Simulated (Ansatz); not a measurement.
Al(Cl)3 cation (AlCl3), SMILES [Cl][Al]([Cl])[Cl] (connectivity only; charge and spin as stated), charge +1, multiplicity 2.

The structure is a stationary point at PBE0-D3(BJ)/def2-SVP. A frequency run showed that this geometry is not a minimum. The multiplicity is an assumed one; other spin states were not compared. The isomer is the one that the SMILES or the coordinates give; other isomers of the formula were not compared.

Two levels are set side by side: PBE/def2-SVPD (Ansatz, a program for electronic structure) and ωB97X-V/def2-SVPD (Ansatz). Energy differences of separate SCF runs at the same geometry; the states with an electron removed or added have multiplicity 3 and 1. Differences are taken from unrounded values.

```json
[
 {"quantity": "vertical ionisation energy (eV)", "ωB97X-V": "17.48", "PBE": "17.20", "PBE minus ωB97X-V": "-0.28"},
 {"quantity": "vertical electron affinity (eV)", "ωB97X-V": "11.89", "PBE": "10.88", "PBE minus ωB97X-V": "-1.01"}
]
```
